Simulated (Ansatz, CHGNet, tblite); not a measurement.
# Zone-centre TO phonon frequency of zinc-blende BP: levels of theory against measurement

Reference value: 794 cm⁻¹ (measured, temperature not stated, no zero-point or thermal correction; as tabulated in Solozhenko et al. (2014), arXiv:1505.05714).

Problem. What do GFN1-xTB, CHGNet-r²SCAN, LDA, PBE, r²SCAN, HSE06, PBE0 give, and how far is each from the reference?

Solution. 
```
level (code)       value (cm⁻¹)  cell (Å³/atom)  difference (%)
-----------------  ------------  --------------  --------------
GFN1-xTB (tblite)           810           11.96            +2.0
CHGNet-r²SCAN               624           11.64             -21
LDA (Ansatz)                821           11.32            +3.4
PBE (Ansatz)                800           11.76            +0.8
r²SCAN (Ansatz)             818           11.67            +3.0
HSE06 (Ansatz)              843           11.57            +6.2
PBE0 (Ansatz)               846           11.57            +6.5
```

Once the reference is moved by up to 3.0 % (a margin picked here for doubts on the reference and the settings, and for temperature and zero-point motion) and values within 0.7 % count as equal, the nearest can be PBE (+0.8 %), GFN1-xTB (+2.0 %), r²SCAN (+3.0 %) or LDA (+3.4 %). Farthest off among them: CHGNet-r²SCAN (-21 %). Within 10 %: GFN1-xTB, LDA, PBE, r²SCAN, HSE06, PBE0.

The measured value isn't corrected to a static lattice, so vibrations enter the comparison.  GFN1-xTB: the method was fitted mainly to molecules. GFN1-xTB: the run uses a supercell at the zone centre in place of a k mesh. Each level is taken at its own relaxed cell. Cutoffs and k meshes differ between the levels. Ansatz's density-functional and Hartree–Fock values are scalar-relativistic unless marked +SOC, with PAW data made under PBE.

Machine-learned potentials (CHGNet-r²SCAN) are trained on DFT data: a solid inside that data is no test of them.

Differences are worked out from the printed values.

Ansatz is an electronic-structure program.
